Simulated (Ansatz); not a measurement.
BClHO, SMILES `O[B]Cl` radical. Total charge 0; spin multiplicity 2. The structure was optimised at the PBE0-D4/def2-TZVP level. It is one conformer, not always the lowest.

```xyz
4

O    -0.350   -0.476    0.564
B     0.027    0.442   -0.329
Cl    1.519    0.316   -1.214
H    -1.195   -0.283    0.979
```

Question: What is the dipole moment at B3LYP/def2-TZVPP? (Best estimate.)

Answer: Ansatz gave: 1.99 D, with components (-1.65, -0.04, 1.11) D in this frame, pointing from negative to positive charge.

Question: And with PBE, r2SCAN, ωB97M-V? (An estimate is asked.)

Answer: The calculation gave: PBE 1.92 D, r2SCAN 2.04 D, ωB97M-V 1.99 D.

Question: Give the Mulliken charges with B3LYP, r2SCAN, PBE in def2-TZVPP. (Best estimate.)

Answer: The calculation gave: 
| atom | B3LYP | r2SCAN | PBE |
| --- | --- | --- | --- |
| O1 | -0.19 | -0.23 | -0.16 |
| B2 | 0.09 | 0.12 | 0.04 |
| Cl3 | -0.13 | -0.13 | -0.11 |
| H4 | 0.23 | 0.25 | 0.23 |

B3LYP here is the variant with VWN-RPA as its local correlation; programs differ in this.
